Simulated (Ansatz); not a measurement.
Ideal-gas functions of C2H4N2O (`N#COCN`) at 400 K and 1 bar, from an Ansatz frequency run at PBE0-D4/def2-TZVP.

Molar mass 72.07 g/mol, point group Cs (symmetry number 1), electronic degeneracy 1, moments of inertia 15.56, 197.052, 206.565 u Å². Harmonic wavenumbers (cm⁻¹, unscaled): 56, 171, 407, 444, 553, 584, 701, 803, 923, 1159, 1235, 1251, 1378, 1395, 1510, 1677, 2371, 3095, 3162, 3579, 3673.

Use S(trans) = R[1.5 ln M + 2.5 ln T − 1.1517]; rotational temperatures θ = 24.2544 K / I; S(rot) = R[ln(√π/σ · √(T³/θAθBθC)) + 1.5]; for each mode x = 1.438777 ν̃/T, S = R[x/(eˣ − 1) − ln(1 − e⁻ˣ)] and H = RT x/(eˣ − 1); 1 cm⁻¹ = 0.0119627 kJ/mol; R = 8.31446 J/(mol·K).

**Question.** By hand: the entropy, in J/(mol·K).

**Answer.** Translation 168.3. Rotation: θ = 1.5588, 0.1231, 0.1174 K, giving 107.7. Vibration, mode by mode: 21.65, 12.49, 5.85, 5.25, 3.84, 3.52, 2.53, 1.89, 1.34, 0.67, 0.54, 0.51, 0.35, 0.33, 0.24, 0.14, 0.02, 0.00, 0.00, 0.00, 0.00, in all 61.2. Electronic 0.0. Sum 337.2 J/(mol·K).

**Question.** By hand: H − E and G − E in kJ/mol, counted from the electronic energy.

**Answer.** Zero-point energy ½ × 30127 × 0.0119627 = 180.2; thermal vibration 12.9; translation, rotation and pV give 4 RT = 13.3. H − E = 206.4 kJ/mol, and G − E = 206.4 − 400 × 337.2/1000 = 71.5 kJ/mol.

Vibration gives 18 % of the entropy, 21.7 J/(mol·K) of it from the mode under 150 cm⁻¹: soft modes count most, and the harmonic formula is weakest for them. The sum counts one conformer and one mirror image; others add a mixing term.
